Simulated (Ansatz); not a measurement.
# Two-coordinate energy map

C$_{2}$H$_{3}$S (SMILES [CH]=CS), doublet, PBE0-D4/def2-TZVP minimum:

C1  (-0.983, -0.193, -0.622)
C2  (0.264, 0.173, -0.562)
S3  (1.305, 0.249, 0.869)
H4  (-1.784, -0.540, 0.010)
H5  (0.807, 0.484, -1.452)
H6  (0.392, -0.174, 1.757)
(Å)

Rows set the bond length C1–H4 (Å; 1.078 at the minimum), columns the bond length S3–H6 (Å; 1.342), set in this order; the parts move rigidly, in a bend the first-named atom's side turns in the plane, and in a torsion the whole end group turns. CCSD(T) energies count from the value at that structure, in kcal/mol. Computed with Ansatz 0.2.0 (basis: def2-TZVPP); correlated methods freeze the cores; orbitals are unrestricted.

```tsv
C1–H4 \ S3–H6	1.101	1.183	1.304	1.444	1.600	1.768
0.970	?	15.81	?	8.79	19.46	34.15
1.001	29.80	12.67	3.21	?	16.31	31.00
1.048	27.35	10.22	0.76	3.20	13.86	28.55
1.101	27.20	10.07	0.61	3.05	13.71	28.40
1.161	?	12.36	2.90	5.34	16.00	30.69
1.225	33.95	16.81	7.36	9.79	20.46	35.15
1.293	40.18	23.04	13.58	16.02	26.68	41.37
```

Question: Fill in the withheld cells. (Judge from chemistry; the value comes from the calculation.)

Answer: The calculation gives: (0.970, 1.101): 32.95; (0.970, 1.304): 6.36; (1.001, 1.444): 5.65; (1.161, 1.101): 29.49 kcal/mol. These count from the CCSD(T) energy at the PBE0-D4 minimum.

The same grid for a cheaper method: MP2 − CCSD(T), both counted from the minimum, in kcal/mol:
| C1–H4 \ S3–H6 | 1.101 | 1.183 | 1.304 | 1.444 | 1.600 | 1.768 |
| --- | --- | --- | --- | --- | --- | --- |
| 0.970 | -0.73 | -0.62 | -0.34 | 0.19 | 1.08 | 2.80 |
| 1.001 | -0.68 | -0.57 | -0.29 | 0.24 | 1.13 | 2.85 |
| 1.048 | -0.59 | -0.48 | -0.20 | 0.33 | 1.22 | 2.94 |
| 1.101 | -0.45 | -0.34 | -0.06 | 0.47 | 1.36 | 3.07 |
| 1.161 | -0.24 | -0.14 | 0.14 | 0.67 | 1.55 | 3.27 |
| 1.225 | 0.02 | 0.13 | 0.41 | 0.93 | 1.81 | 3.53 |
| 1.293 | 0.37 | 0.47 | 0.75 | 1.27 | 2.15 | 3.86 |

T1 diagnostic: at most 0.039. ⟨S²⟩ of the unrestricted Hartree–Fock references: 0.96 to 0.98 (a pure state has 0.75). The unrestricted reference is spin-contaminated, which hurts MP2 most.

For scale, one of the runs: CCSD(T)/def2-TZVPP, 146 basis functions (an equivalent command: `ansatz run in.yaml --threads 2`). The run took 25 s on 2 CPU threads (shared host), with 2.2 GiB of host memory at its peak.
